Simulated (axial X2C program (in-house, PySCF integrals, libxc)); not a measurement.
# Working with the constants of Cl₂

A bond curve at the PBE0 level, 2c, was computed with an in-house relativistic program for diatomic molecules (basis Cl dyall-v2z [6s6p1d] (cores contracted in-house)) for the state Ω = 0 (closed shell). Its fit gives Re = 2.0171 Å, ωe = 561.1 cm⁻¹, ωexe = 2.46 cm⁻¹ and αe = 1.351e-03 cm⁻¹; the masses are 34.9689 and 34.9689 u. Two-component means X2C with spin–orbit coupling and atomic mean-field Coulomb and Gaunt terms.

Q: Find the reduced mass, Be and the force constant.

A: From the PBE0 values: μ = 17.4844 u. Be = 16.8576/(μ Re²) = 0.237 cm⁻¹. k = 5.8918×10⁻⁷ μ ωe² = 3.24 mdyn/Å.

Q: Estimate De from a Morse curve and compare with the computed well depth of 2.278 eV to Cl + Cl.

A: De(Morse) = ωe²/(4ωexe) = 3.967 eV against 2.278 eV computed, a ratio of 1.74. The extrapolation overshoots: the well softens faster than a Morse curve, or the lowest atomic limit lies below the one to which the curve heads.

Q: Give B0 and the most populated J at 300 K (kT = 208.5 cm⁻¹).

A: B0 = Be − αe/2 = 0.2363 cm⁻¹; J(max) ≈ √(kT/2B0) − 1/2 = 20.5, so J = 21, nuclear-spin weights apart.

Q: A Morse curve ties αe to the other constants (Pekeris). How well does that hold?

A: αe(Morse) = 6Be²/ωe × (√(ωexe/Be) − 1) = 1.334e-03 cm⁻¹; the PBE0 curve gives 1.351e-03 cm⁻¹, a ratio of 0.99.

Q: Estimate the centrifugal constant by the Kratzer relation.

A: D = 4Be³/ωe² = 1.69e-07 cm⁻¹.

One determinant describes the state; a PBE0 search over occupations chose it and may have missed a lower one. De is counted from the lowest determinant-based energies of the atoms at the same level, without counterpoise correction. The 2c atoms are single determinants rather than J levels; their spin–orbit lowering is only partly caught, and De is too large by that part. This holds for PBE0. Without a current term, density functionals place determinants with orbital angular momentum somewhat too high.
